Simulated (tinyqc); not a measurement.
Worked calculation: CIS and TDHF on RHF in the sto-3g basis, for H2F+, spin multiplicity 1. Computed by tinyqc, a small Python program that keeps every step (integrals from PySCF). Settings: charge = 1, multiplicity = 1, basis = sto-3g, method = RHF, energy threshold = 1e-10, iteration cap = 76, orthogonalisation = canonical, start = atomic densities, DIIS depth = 6, TDHF = 1. Command: `OMP_NUM_THREADS=1 python tinyqc.py 22169 22170 out.jsonl` (the two numbers bound the seeds that draw the settings). One thread of a shared host (Intel(R) Xeon(R) Processor @ 2.60GHz), about 0.1 s of CPU time with the checks. The early iterations of the SCF are left out here.

## One-electron integrals

Geometry (angstrom):
```
atom,x,y,z
F,0.0000,0.0000,0.0000
H,0.0000,0.9860,0.6580
H,0.0000,-0.9860,0.6580
```

Basis sto-3g: exponents (1/bohr^2) and contraction coefficients of normalised primitives:
```
element,l (shell),exponent,coefficient
F,s (1),166.6791,0.1543
F,s (1),30.3608,0.5353
F,s (1),8.2168,0.4446
F,s (2),6.4648,-0.1000
F,s (2),1.5023,0.3995
F,s (2),0.4886,0.7001
F,p (3),6.4648,0.1559
F,p (3),1.5023,0.6077
F,p (3),0.4886,0.3920
H,s (1),3.4253,0.1543
H,s (1),0.6239,0.5353
H,s (1),0.1689,0.4446
```

Overlap, kinetic and nuclear-attraction integrals over the contracted functions; the nuclear repulsion is the sum of Za Zb / Rab.

nuclear repulsion = 8.303806 hartree

overlap S, lower triangle:
```
,1F 1s,1F 2s,1F 2px,1F 2py,1F 2pz,2H 1s,3H 1s
1F 1s,1.0000
1F 2s,0.2380,1.0000
1F 2px,0.0000,0.0000,1.0000
1F 2py,0.0000,0.0000,0.0000,1.0000
1F 2pz,0.0000,0.0000,0.0000,0.0000,1.0000
2H 1s,0.0261,0.2907,0.0000,0.2092,0.1396,1.0000
3H 1s,0.0261,0.2907,0.0000,-0.2092,0.1396,0.1248,1.0000
```

kinetic energy T (hartree), lower triangle:
```
,1F 1s,1F 2s,1F 2px,1F 2py,1F 2pz,2H 1s,3H 1s
1F 1s,36.9846
1F 2s,-0.2129,1.0380
1F 2px,0.0000,0.0000,3.2480
1F 2py,0.0000,0.0000,0.0000,3.2480
1F 2pz,0.0000,0.0000,0.0000,0.0000,3.2480
2H 1s,-0.0077,0.0272,0.0000,0.0906,0.0605,0.7600
3H 1s,-0.0077,0.0272,0.0000,-0.0906,0.0605,-0.0097,0.7600
```

nuclear attraction V (hartree), lower triangle:
```
,1F 1s,1F 2s,1F 2px,1F 2py,1F 2pz,2H 1s,3H 1s
1F 1s,-77.9024
1F 2s,-9.3893,-12.4333
1F 2px,0.0000,0.0000,-12.3005
1F 2py,0.0000,0.0000,0.0000,-12.3836
1F 2pz,-0.0100,-0.1243,0.0000,0.0000,-12.3375
2H 1s,-1.0526,-2.6184,0.0000,-1.6105,-1.1017,-5.4532
3H 1s,-1.0526,-2.6184,0.0000,1.6105,-1.1017,-0.7825,-5.4532
```

core Hamiltonian H = T + V (hartree), lower triangle:
```
,1F 1s,1F 2s,1F 2px,1F 2py,1F 2pz,2H 1s,3H 1s
1F 1s,-40.9178
1F 2s,-9.6022,-11.3953
1F 2px,0.0000,0.0000,-9.0525
1F 2py,0.0000,0.0000,0.0000,-9.1355
1F 2pz,-0.0100,-0.1243,0.0000,0.0000,-9.0895
2H 1s,-1.0602,-2.5912,0.0000,-1.5199,-1.0412,-4.6932
3H 1s,-1.0602,-2.5912,0.0000,1.5199,-1.0412,-0.7923,-4.6932
```

## Two-electron integrals

Functions are numbered as in S; the eight-fold symmetry (ij|kl) = (ji|kl) = (kl|ij) leaves the list below.

Two-electron integrals (ij|kl) in chemists' order, unique and non-zero (hartree):
```
i,j,k,l,(ij|kl)
1,1,1,1,5.4035
2,1,1,1,0.8419
2,1,2,1,0.1563
2,2,1,1,1.2680
2,2,2,1,0.2923
2,2,2,2,0.9262
3,1,3,1,0.0280
3,2,3,1,0.0432
3,2,3,2,0.2046
3,3,1,1,1.2645
3,3,2,1,0.2924
3,3,2,2,0.9260
3,3,3,3,0.9975
4,1,4,1,0.0280
4,2,4,1,0.0432
4,2,4,2,0.2046
4,3,4,3,0.0538
4,4,1,1,1.2645
4,4,2,1,0.2924
4,4,2,2,0.9260
4,4,3,3,0.8900
4,4,4,4,0.9975
5,1,5,1,0.0280
5,2,5,1,0.0432
5,2,5,2,0.2046
5,3,5,3,0.0538
5,4,5,4,0.0538
5,5,1,1,1.2645
5,5,2,1,0.2924
5,5,2,2,0.9260
5,5,3,3,0.8900
5,5,4,4,0.8900
5,5,5,5,0.9975
6,1,1,1,0.0933
6,1,2,1,0.0172
6,1,2,2,0.0320
6,1,3,3,0.0319
6,1,4,1,0.0006
6,1,4,2,0.0011
6,1,4,4,0.0320
6,1,5,1,3.83e-04
6,1,5,2,0.0007
6,1,5,4,7.02e-05
6,1,5,5,0.0320
6,1,6,1,0.0019
6,2,1,1,0.2546
6,2,2,1,0.0596
6,2,2,2,0.2128
6,2,3,3,0.2095
6,2,4,1,0.0034
6,2,4,2,0.0271
6,2,4,4,0.2160
6,2,5,1,0.0022
6,2,5,2,0.0181
6,2,5,4,0.0043
6,2,5,5,0.2124
6,2,6,1,0.0067
6,2,6,2,0.0620
6,3,3,1,0.0060
6,3,3,2,0.0365
6,3,4,3,0.0056
6,3,5,3,0.0037
6,3,6,3,0.0089
6,4,1,1,0.1505
6,4,2,1,0.0356
6,4,2,2,0.1363
6,4,3,3,0.1306
6,4,4,1,0.0078
6,4,4,2,0.0528
6,4,4,4,0.1457
6,4,5,1,0.0012
6,4,5,2,0.0109
6,4,5,4,0.0064
6,4,5,5,0.1324
6,4,6,1,0.0041
6,4,6,2,0.0488
6,4,6,4,0.0471
6,5,1,1,0.1004
6,5,2,1,0.0238
6,5,2,2,0.0910
6,5,3,3,0.0872
6,5,4,1,0.0012
6,5,4,2,0.0109
6,5,4,4,0.0898
6,5,5,1,0.0068
6,5,5,2,0.0437
6,5,5,4,0.0073
6,5,5,5,0.0958
6,5,6,1,0.0028
6,5,6,2,0.0326
6,5,6,4,0.0255
6,5,6,5,0.0259
6,6,1,1,0.4396
6,6,2,1,0.1045
6,6,2,2,0.4316
6,6,3,3,0.4180
6,6,4,1,0.0068
6,6,4,2,0.0785
6,6,4,4,0.4459
6,6,5,1,0.0045
6,6,5,2,0.0524
6,6,5,4,0.0186
6,6,5,5,0.4305
6,6,6,1,0.0117
6,6,6,2,0.1676
6,6,6,4,0.1539
6,6,6,5,0.1027
6,6,6,6,0.7746
7,1,1,1,0.0933
7,1,2,1,0.0172
7,1,2,2,0.0320
7,1,3,3,0.0319
7,1,4,1,-0.0006
7,1,4,2,-0.0011
7,1,4,4,0.0320
7,1,5,1,3.83e-04
7,1,5,2,0.0007
7,1,5,4,-7.02e-05
7,1,5,5,0.0320
7,1,6,1,0.0019
7,1,6,2,0.0065
7,1,6,4,0.0037
7,1,6,5,0.0027
7,1,6,6,0.0113
7,1,7,1,0.0019
7,2,1,1,0.2546
7,2,2,1,0.0596
7,2,2,2,0.2128
7,2,3,3,0.2095
7,2,4,1,-0.0034
7,2,4,2,-0.0271
7,2,4,4,0.2160
7,2,5,1,0.0022
7,2,5,2,0.0181
7,2,5,4,-0.0043
7,2,5,5,0.2124
7,2,6,1,0.0065
7,2,6,2,0.0495
7,2,6,4,0.0271
7,2,6,5,0.0252
7,2,6,6,0.1073
7,2,7,1,0.0067
7,2,7,2,0.0620
7,3,3,1,0.0060
7,3,3,2,0.0365
7,3,4,3,-0.0056
7,3,5,3,0.0037
7,3,6,3,0.0068
7,3,7,3,0.0089
7,4,1,1,-0.1505
7,4,2,1,-0.0356
7,4,2,2,-0.1363
7,4,3,3,-0.1306
7,4,4,1,0.0078
7,4,4,2,0.0528
7,4,4,4,-0.1457
7,4,5,1,-0.0012
7,4,5,2,-0.0109
7,4,5,4,0.0064
7,4,5,5,-0.1324
7,4,6,1,-0.0037
7,4,6,2,-0.0271
7,4,6,4,-0.0083
7,4,6,5,-0.0135
7,4,6,6,-0.0549
7,4,7,1,-0.0041
7,4,7,2,-0.0488
7,4,7,4,0.0471
7,5,1,1,0.1004
7,5,2,1,0.0238
7,5,2,2,0.0910
7,5,3,3,0.0872
7,5,4,1,-0.0012
7,5,4,2,-0.0109
7,5,4,4,0.0898
7,5,5,1,0.0068
7,5,5,2,0.0437
7,5,5,4,-0.0073
7,5,5,5,0.0958
7,5,6,1,0.0027
7,5,6,2,0.0252
7,5,6,4,0.0135
7,5,6,5,0.0195
7,5,6,6,0.0599
7,5,7,1,0.0028
7,5,7,2,0.0326
7,5,7,4,-0.0255
7,5,7,5,0.0259
7,6,1,1,0.0714
7,6,2,1,0.0169
7,6,2,2,0.0664
7,6,3,3,0.0651
7,6,4,4,0.0664
7,6,5,1,0.0010
7,6,5,2,0.0099
7,6,5,5,0.0676
7,6,6,1,0.0019
7,6,6,2,0.0196
7,6,6,4,0.0136
7,6,6,5,0.0118
7,6,6,6,0.0589
7,6,7,1,0.0019
7,6,7,2,0.0196
7,6,7,4,-0.0136
7,6,7,5,0.0118
7,6,7,6,0.0081
7,7,1,1,0.4396
7,7,2,1,0.1045
7,7,2,2,0.4316
7,7,3,3,0.4180
7,7,4,1,-0.0068
7,7,4,2,-0.0785
7,7,4,4,0.4459
7,7,5,1,0.0045
7,7,5,2,0.0524
7,7,5,4,-0.0186
7,7,5,5,0.4305
7,7,6,1,0.0113
7,7,6,2,0.1073
7,7,6,4,0.0549
7,7,6,5,0.0599
7,7,6,6,0.2673
7,7,7,1,0.0117
7,7,7,2,0.1676
7,7,7,4,-0.1539
7,7,7,5,0.1027
7,7,7,6,0.0589
7,7,7,7,0.7746
```

## Orthogonalisation

S = U s U^T; canonical form X = U s^(-1/2), so that X^T S X = 1. Each column of U has its largest component positive (the first on a tie).

eigenvalues of S: 0.5541  0.6353  0.9048  1.0000  1.0903  1.2399  1.5756

X:
```
,1,2,3,4,5,6,7
1F 1s,-0.4417,0.0000,0.6714,0.0000,-0.6017,0.0000,0.2380
1F 2s,0.9472,0.0000,-0.2162,0.0000,-0.2730,0.0000,0.4907
1F 2px,0.0000,0.0000,0.0000,1.0000,0.0000,0.0000,0.0000
1F 2py,0.0000,0.7903,0.0000,0.0000,0.0000,0.6975,0.0000
1F 2pz,0.3417,0.0000,0.7022,0.0000,0.6304,0.0000,0.1884
2H 1s,-0.5458,-0.6890,-0.2395,0.0000,0.2039,0.4000,0.3884
3H 1s,-0.5458,0.6890,-0.2395,0.0000,0.2039,-0.4000,0.3884
```

## Iteration 9 (converged): orbitals

converged F (hartree), lower triangle:
```
,1F 1s,1F 2s,1F 2px,1F 2py,1F 2pz,2H 1s,3H 1s
1F 1s,-26.5305
1F 2s,-6.7663,-3.5365
1F 2px,0.0000,0.0000,-0.9680
1F 2py,0.0000,0.0000,0.0000,-0.8458
1F 2pz,-0.0188,-0.0710,0.0000,0.0000,-0.8941
2H 1s,-0.7549,-0.8475,0.0000,-0.4358,-0.3315,-0.6468
3H 1s,-0.7549,-0.8475,0.0000,0.4358,-0.3315,-0.2023,-0.6468
```

Diagonalise F' = X^T F X, C = X C', fill 5 alpha and 5 beta electrons from the bottom; D = 2 C_occ C_occ^T. Each column has its largest component positive (the first on a tie).

F' = X^T F X (hartree), lower triangle:
```
,1,2,3,4,5,6,7
1,-2.0663
2,0.0000,-0.0011
3,4.0527,0.0000,-10.1617
4,0.0000,0.0000,0.0000,-0.9680
5,-3.8849,0.0000,10.1247,0.0000,-12.0910
6,0.0000,-0.0779,0.0000,0.0000,0.0000,-1.0400
7,1.6304,0.0000,-5.8502,0.0000,6.5533,0.0000,-5.2602
```

orbital energies (hartree): MO1 -26.5398, MO2 -1.9410, MO3 -1.0458, MO4 -0.9792, MO5 -0.9680, MO6 -0.1192, MO7 0.0047

coefficients C:
```
,MO1,MO2,MO3,MO4,MO5,MO6,MO7
1F 1s,0.9949,-0.2541,0.0000,0.0539,0.0000,0.0855,0.0000
1F 2s,0.0213,0.9739,0.0000,-0.2662,0.0000,-0.4894,0.0000
1F 2px,0.0000,0.0000,0.0000,0.0000,1.0000,0.0000,0.0000
1F 2py,0.0000,0.0000,0.7543,0.0000,0.0000,0.0000,0.7363
1F 2pz,0.0016,0.0703,0.0000,0.8738,0.0000,-0.5237,0.0000
2H 1s,-0.0031,0.0759,0.3477,0.2367,0.0000,0.6971,-0.7168
3H 1s,-0.0031,0.0759,-0.3477,0.2367,0.0000,0.6971,0.7168
```

D after iteration 9, lower triangle:
```
,1F 1s,1F 2s,1F 2px,1F 2py,1F 2pz,2H 1s,3H 1s
1F 1s,2.1146
1F 2s,-0.4812,2.0395
1F 2px,0.0000,0.0000,2.0000
1F 2py,0.0000,0.0000,0.0000,1.1379
1F 2pz,0.0616,-0.3282,0.0000,0.0000,1.5368
2H 1s,-0.0191,0.0217,0.0000,0.5245,0.4243,0.3654
3H 1s,-0.0191,0.0217,0.0000,-0.5245,0.4243,-0.1182,0.3654
```

## Convergence

Stop when the energy changes by less than 1e-10 hartree and every element of the error matrix X^T (F D S - S D F) X is below 3e-06.

Course of the cycle:
```
iteration,E (hartree),change,largest element of the error matrix
1,-93.837940,-,9.46e-01
2,-98.637496,-4.80e+00,4.46e-01
3,-98.795916,-1.58e-01,4.42e-02
4,-98.797251,-1.34e-03,8.84e-03
5,-98.797293,-4.20e-05,6.54e-04
6,-98.797294,-3.24e-07,1.21e-04
7,-98.797294,-4.46e-08,2.15e-05
8,-98.797294,-1.08e-09,6.26e-08
9,-98.797294,-1.42e-14,1.91e-10
```

PySCF RHF in the same basis = -98.797294 hartree

Converged in 9 iterations.

## Integrals over molecular orbitals

(pq|rs) = sum C_ip C_jq C_kr C_ls (ij|kl), one index at a time.

one-electron integrals over orbitals h = C^T H C (hartree), lower triangle:
```
,1,2,3,4,5,6,7
1,-40.9005
2,0.7016,-9.5284
3,0.0000,0.0000,-7.7353
4,-0.1381,0.3604,0.0000,-8.4105
5,0.0000,0.0000,0.0000,0.0000,-9.0525
6,-0.2285,1.1639,0.0000,1.6126,0.0000,-5.3078
7,0.0000,0.0000,-2.2637,0.0000,0.0000,0.0000,-5.7530
```

Two-electron integrals over orbitals (pq|rs), unique and non-zero (hartree):
```
p,q,r,s,(pq|rs)
1,1,1,1,5.3639
2,1,1,1,-0.5120
2,1,2,1,0.0773
2,2,1,1,1.2164
2,2,2,1,-0.0210
2,2,2,2,0.8621
3,1,3,1,0.0175
3,2,3,1,0.0257
3,2,3,2,0.1497
3,3,1,1,0.9660
3,3,2,1,-0.0086
3,3,2,2,0.7393
3,3,3,3,0.7019
4,1,1,1,0.1075
4,1,2,1,-0.0143
4,1,2,2,0.0103
4,1,3,3,0.0041
4,1,4,1,0.0263
4,2,1,1,-0.0920
4,2,2,1,0.0064
4,2,2,2,-0.0133
4,2,3,3,-0.0084
4,2,4,1,0.0305
4,2,4,2,0.1621
4,3,3,1,-0.0028
4,3,3,2,0.0088
4,3,4,3,0.0490
4,4,1,1,1.1273
4,4,2,1,-0.0133
4,4,2,2,0.8077
4,4,3,3,0.6864
4,4,4,1,-0.0085
4,4,4,2,-0.0785
4,4,4,4,0.8456
5,1,5,1,0.0296
5,2,5,1,0.0396
5,2,5,2,0.1853
5,3,5,3,0.0370
5,4,5,1,-0.0077
5,4,5,2,-0.0291
5,4,5,4,0.0504
5,5,1,1,1.2640
5,5,2,1,-0.0146
5,5,2,2,0.8864
5,5,3,3,0.7287
5,5,4,1,0.0031
5,5,4,2,-0.0512
5,5,4,4,0.8154
5,5,5,5,0.9975
6,1,1,1,0.1722
6,1,2,1,-0.0272
6,1,2,2,0.0043
6,1,3,3,0.0019
6,1,4,1,-0.0076
6,1,4,2,-0.0188
6,1,4,4,0.0106
6,1,5,5,0.0049
6,1,6,1,0.0163
6,2,1,1,-0.2424
6,2,2,1,0.0064
6,2,2,2,-0.1272
6,2,3,3,-0.0784
6,2,4,1,-0.0172
6,2,4,2,-0.0508
6,2,4,4,-0.0847
6,2,5,5,-0.1301
6,2,6,1,0.0061
6,2,6,2,0.0659
6,3,3,1,-0.0033
6,3,3,2,0.0221
6,3,4,3,0.0203
6,3,6,3,0.0708
6,4,1,1,-0.3064
6,4,2,1,0.0045
6,4,2,2,-0.1686
6,4,3,3,-0.0981
6,4,4,1,-0.0047
6,4,4,2,0.0151
6,4,4,4,-0.1692
6,4,5,5,-0.1738
6,4,6,1,3.99e-04
6,4,6,2,0.0569
6,4,6,4,0.0926
6,5,5,1,-0.0113
6,5,5,2,-0.0446
6,5,5,4,-0.0124
6,5,6,5,0.0218
6,6,1,1,0.6443
6,6,2,1,-0.0051
6,6,2,2,0.5334
6,6,3,3,0.5218
6,6,4,1,0.0131
6,6,4,2,0.0598
6,6,4,4,0.5139
6,6,5,5,0.5146
6,6,6,1,-0.0048
6,6,6,2,-0.0439
6,6,6,4,-0.0229
6,6,6,6,0.5210
7,1,3,1,0.0160
7,1,3,2,0.0228
7,1,4,3,-0.0026
7,1,6,3,-0.0027
7,1,7,1,0.0147
7,2,3,1,0.0179
7,2,3,2,0.0740
7,2,4,3,-0.0185
7,2,6,3,-0.0217
7,2,7,1,0.0159
7,2,7,2,0.0578
7,3,1,1,0.4328
7,3,2,1,-0.0080
7,3,2,2,0.2288
7,3,3,3,0.1701
7,3,4,1,-0.0009
7,3,4,2,-0.0530
7,3,4,4,0.2004
7,3,5,5,0.2440
7,3,6,1,0.0042
7,3,6,2,-0.0613
7,3,6,4,-0.1021
7,3,6,6,0.0126
7,3,7,3,0.1681
7,4,3,1,-0.0062
7,4,3,2,-0.0487
7,4,4,3,0.0025
7,4,6,3,-0.0481
7,4,7,1,-0.0057
7,4,7,2,-0.0100
7,4,7,4,0.0494
7,5,5,3,0.0257
7,5,7,5,0.0195
7,6,3,1,-0.0082
7,6,3,2,-0.0809
7,6,4,3,-0.0555
7,6,6,3,-0.0895
7,6,7,1,-0.0076
7,6,7,2,0.0030
7,6,7,4,0.0644
7,6,7,6,0.1654
7,7,1,1,0.7460
7,7,2,1,-0.0070
7,7,2,2,0.5806
7,7,3,3,0.5796
7,7,4,1,0.0028
7,7,4,2,0.0075
7,7,4,4,0.5579
7,7,5,5,0.5694
7,7,6,1,0.0015
7,7,6,2,-0.0368
7,7,6,4,-0.0309
7,7,6,6,0.5142
7,7,7,3,0.0636
7,7,7,7,0.5464
```

## CIS matrix, singlets

A(ia,jb) = (e_a - e_i) d_ij d_ab + 2 (ia|jb) - (ij|ab).

CIS matrix A, singlet (hartree), lower triangle:
```
,1>6,1>7,2>6,2>7,3>6,3>7,4>6,4>7,5>6,5>7
1>6,25.8090
1>7,0.0000,25.8278
2>6,0.0173,0.0000,1.4202
2>7,0.0000,0.0389,0.0000,1.4806
3>6,0.0000,0.0028,0.0000,0.0375,0.5464
3>7,0.0166,0.0000,-0.0416,0.0000,0.0000,0.8071
4>6,-0.0123,0.0000,0.0541,0.0000,0.0000,-0.1488,0.5311
4>7,0.0000,-0.0143,0.0000,-0.0276,-0.0406,0.0000,0.0000,0.5248
5>6,0.0000,0.0000,0.0000,0.0000,0.0000,0.0000,0.0000,0.0000,0.3778
5>7,0.0000,0.0000,0.0000,0.0000,0.0000,0.0000,0.0000,0.0000,0.0000,0.4422
```

## CIS singlet states

dipole integrals <i|r|a> (bohr):
```
,x,y,z
1>6,0.0000,0.0000,-0.0296
1>7,0.0000,0.0408,0.0000
2>6,0.0000,0.0000,0.0151
2>7,0.0000,-0.0469,0.0000
3>6,0.0000,0.9395,0.0000
3>7,0.0000,0.0000,-0.5989
4>6,0.0000,0.0000,0.4605
4>7,0.0000,-0.6784,0.0000
5>6,-0.0244,0.0000,0.0000
5>7,0.0000,0.0000,0.0000
```

Diagonalise A (1 hartree = 27.211386 eV); each vector has its largest component positive (the first on a tie). The transition dipole is mu = sqrt2 sum c_ia <i|r|a>.

singlet excitation energies (eV): 10.2811  12.0339  12.6552  13.4290  15.6529  23.5552  38.8499  40.3531  702.2982  702.8129

lowest vectors:
```
,state 1,state 2,state 3,state 4,state 5,state 6
1>6,0.0000,0.0000,0.0002,0.0000,0.0000,-0.0009
1>7,0.0000,0.0000,0.0000,0.0004,-0.0004,0.0000
2>6,0.0000,0.0000,-0.0347,0.0000,0.0000,0.1067
2>7,0.0000,0.0000,0.0000,-0.0010,-0.0513,0.0000
3>6,0.0000,0.0000,0.0000,0.6100,0.7913,0.0000
3>7,0.0000,0.0000,0.3950,0.0000,0.0000,0.9148
4>6,0.0000,0.0000,0.9180,0.0000,0.0000,-0.3896
4>7,0.0000,0.0000,0.0000,0.7924,-0.6092,0.0000
5>6,1.0000,0.0000,0.0000,0.0000,0.0000,0.0000
5>7,0.0000,1.0000,0.0000,0.0000,0.0000,0.0000
```

oscillator strengths 2/3 w |mu|^2: 0.0003  0.0000  0.0214  0.0008  1.0304  0.6077

## TDHF (RPA) singlet states

B(ia,jb) = 2 (ia|jb) - (ib|ja); the squared energies are the eigenvalues of (A - B)(A + B); 1 hartree = 27.211386 eV.

TDHF matrix B, singlet (hartree), lower triangle:
```
,1>6,1>7,2>6,2>7,3>6,3>7,4>6,4>7,5>6,5>7
1>6,0.0163
1>7,0.0000,0.0147
2>6,0.0061,0.0000,0.0659
2>7,0.0000,0.0159,0.0000,0.0578
3>6,0.0000,-0.0096,0.0000,0.0179,0.0708
3>7,0.0112,0.0000,-0.1009,0.0000,0.0000,0.1681
4>6,0.0004,0.0000,0.0569,0.0000,0.0000,-0.1562,0.0926
4>7,0.0000,-0.0057,0.0000,-0.0100,0.0060,0.0000,0.0000,0.0494
5>6,0.0000,0.0000,0.0000,0.0000,0.0000,0.0000,0.0000,0.0000,0.0218
5>7,0.0000,0.0000,0.0000,0.0000,0.0000,0.0000,0.0000,0.0000,0.0000,0.0195
```

squared energies w^2 (hartree^2): 0.1423  0.1952  0.2115  0.2394  0.3275  0.6680  2.0077  2.1949  666.1030  667.0793

TDHF energies from the positive w^2 (eV): 10.2639  12.0223  12.5156  13.3143  15.5729  22.2394  38.5566  40.3145  702.2979  702.8124

## CIS matrix, triplets

A(ia,jb) = (e_a - e_i) d_ij d_ab - (ij|ab).

CIS matrix A, triplet (hartree), lower triangle:
```
,1>6,1>7,2>6,2>7,3>6,3>7,4>6,4>7,5>6,5>7
1>6,25.7763
1>7,0.0000,25.7985
2>6,0.0051,0.0000,1.2883
2>7,0.0000,0.0070,0.0000,1.3651
3>6,0.0000,0.0082,0.0000,0.0809,0.4048
3>7,0.0082,0.0000,0.0809,0.0000,0.0000,0.4710
4>6,-0.0131,0.0000,-0.0598,0.0000,0.0000,0.0555,0.3460
4>7,0.0000,-0.0028,0.0000,-0.0075,0.0555,0.0000,0.0000,0.4261
5>6,0.0000,0.0000,0.0000,0.0000,0.0000,0.0000,0.0000,0.0000,0.3342
5>7,0.0000,0.0000,0.0000,0.0000,0.0000,0.0000,0.0000,0.0000,0.0000,0.4033
```

## CIS triplet states

Diagonalise A (1 hartree = 27.211386 eV); each vector has its largest component positive (the first on a tie).

triplet excitation energies (eV): 8.6381  9.0946  9.6436  10.9751  12.7807  13.2944  35.3567  37.3307  701.4091  702.0126

lowest vectors:
```
,state 1,state 2,state 3,state 4,state 5,state 6
1>6,0.0006,0.0000,0.0000,0.0000,0.0000,-0.0001
1>7,0.0000,0.0000,-0.0003,0.0000,-0.0001,0.0000
2>6,0.0883,0.0000,0.0000,0.0000,0.0000,-0.0643
2>7,0.0000,0.0000,-0.0675,0.0000,-0.0488,0.0000
3>6,0.0000,0.0000,0.7855,0.0000,0.6133,0.0000
3>7,-0.3794,0.0000,0.0000,0.0000,0.0000,0.9205
4>6,0.9210,0.0000,0.0000,0.0000,0.0000,0.3853
4>7,0.0000,0.0000,-0.6152,0.0000,0.7883,0.0000
5>6,0.0000,1.0000,0.0000,0.0000,0.0000,0.0000
5>7,0.0000,0.0000,0.0000,1.0000,0.0000,0.0000
```

## TDHF (RPA) triplet states

B(ia,jb) = - (ib|ja); the squared energies are the eigenvalues of (A - B)(A + B); 1 hartree = 27.211386 eV.

TDHF matrix B, triplet (hartree), lower triangle:
```
,1>6,1>7,2>6,2>7,3>6,3>7,4>6,4>7,5>6,5>7
1>6,-0.0163
1>7,0.0000,-0.0147
2>6,-0.0061,0.0000,-0.0659
2>7,0.0000,-0.0159,0.0000,-0.0578
3>6,0.0000,-0.0042,0.0000,0.0613,-0.0708
3>7,0.0027,0.0000,0.0217,0.0000,0.0000,-0.1681
4>6,-0.0004,0.0000,-0.0569,0.0000,0.0000,0.0481,-0.0926
4>7,0.0000,0.0057,0.0000,0.0100,0.1021,0.0000,0.0000,-0.0494
5>6,0.0000,0.0000,0.0000,0.0000,0.0000,0.0000,0.0000,0.0000,-0.0218
5>7,0.0000,0.0000,0.0000,0.0000,0.0000,0.0000,0.0000,0.0000,0.0000,-0.0195
```

squared energies w^2 (hartree^2): 0.0728  0.0971  0.1112  0.1623  0.2178  0.2208  1.6809  1.8739  664.4178  665.5612

TDHF energies from the positive w^2 (eV): 7.3413  8.4790  9.0753  10.9623  12.6999  12.7861  35.2799  37.2502  701.4089  702.0122
